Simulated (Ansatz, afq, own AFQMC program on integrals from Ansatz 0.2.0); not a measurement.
AFQMC on a folder of integrals that Ansatz 0.2.0 wrote.

```yaml
crystal:
  periodic: [false, false, false]
  atoms:
    - {symbol: Ge, position_ang: [0.000000, 0.008146, 0.230024]}
    - {symbol: N, position_ang: [0.000000, -0.102383, -1.231803]}
    - {symbol: H, position_ang: [0.000000, 1.457966, 0.755384]}
    - {symbol: H, position_ang: [1.257753, -0.727819, 0.717448]}
    - {symbol: H, position_ang: [-1.257753, -0.727819, 0.717448]}
    - {symbol: H, position_ang: [0.000000, 0.833383, -1.650057]}
basis:
  gaussian: {orbitals: 6-31G}
magnetization: {spin_polarized: true, initial_magnetization: 1}
correlation: {method: ccsd_t, electrons: outside_noble_gas, hamiltonian_folder: ham}
```

```sh
$ ansatz run in.yaml --threads 1 --pin off --events-out ev --progress --plain --max-ram 1382MiB
```

Options of the walk:

```
--method phaseless --trial hf --walkers 120 --populations 1 --least-time 40 --time-step 0.005 --steps-per-block 20 --equilibration-blocks 112 --max-blocks 600 --target-error 0.00129 --factor-cut 1e-05 --start spin_pure --seed 2327 --taylor-order 6
```

Times are imaginary, in 1/Eh. The walk had a cap of 873 s. Filled inner d shells are frozen with the cores.

```
orbitals 31  electrons 7 6  factors 275 of 515
reference energy -2131.56073838 Eh
CCSD correlation -0.16892890 Eh in 12 cycles, weight of the determinant in the CISD state 0.9042
energy of the start -2131.561184 Eh
 block  time / (1/Eh)  mean weight  energy / Eh
     1     0.100  1.0008  -2131.596129
     2     0.200  1.0008  -2131.618874
     3     0.300  1.0009  -2131.645703
     4     0.400  1.0019  -2131.666481
     5     0.500  1.0010  -2131.677514
    10     1.000  1.0004  -2131.712538
    81     8.100  1.0012  -2131.711842
   161    16.100  0.9987  -2131.719913
   241    24.100  1.0003  -2131.761360
   321    32.100  1.0019  -2131.730486
   401    40.100  1.0007  -2131.739698
   481    48.100  1.0008  -2131.720250
   545    54.500  0.9993  -2131.700047
   561    56.100  1.0007  -2131.740376
   641    64.100  1.0000  -2131.733335
blocks merged  error / Eh  count
     1  0.000636  530
     2  0.000831  265
     4  0.001059  132
     8  0.001270  66
    16  0.001270  33
    32  0.001183  16
    64  0.001223  8
energy -2131.732438 +/- 0.001270 Eh
(rows thinned)
```

Q: Estimate how long the walk took on 1 thread of Arm Neoverse V2, on a shared host.

A: 3 min of wall time.

The run passed its tests (sampling time, drift between the halves within three errors, error under three times the target), which doesn't prove that it has relaxed.

Against this walk (error 34.6 meV) on the same determinant: CCSD(T) 6.6 meV lower (within the noise), the released energy of a separate walk with a CISD trial 16.3 ± 36.5 meV lower (within the noise), a separate phaseless walk with a CISD trial and standard settings 29.1 ± 35.6 meV lower (within the noise). The error is statistical and leaves out the bias of the constraint.

Cautions: constraint bias not in the error; no relativity below Rb; no spin-orbit coupling; inner d shell frozen.

A walk keeps the symmetry of its determinant, which the program's search chose and which needn't be the lowest solution, so a lower state of the same spin and another symmetry isn't excluded.
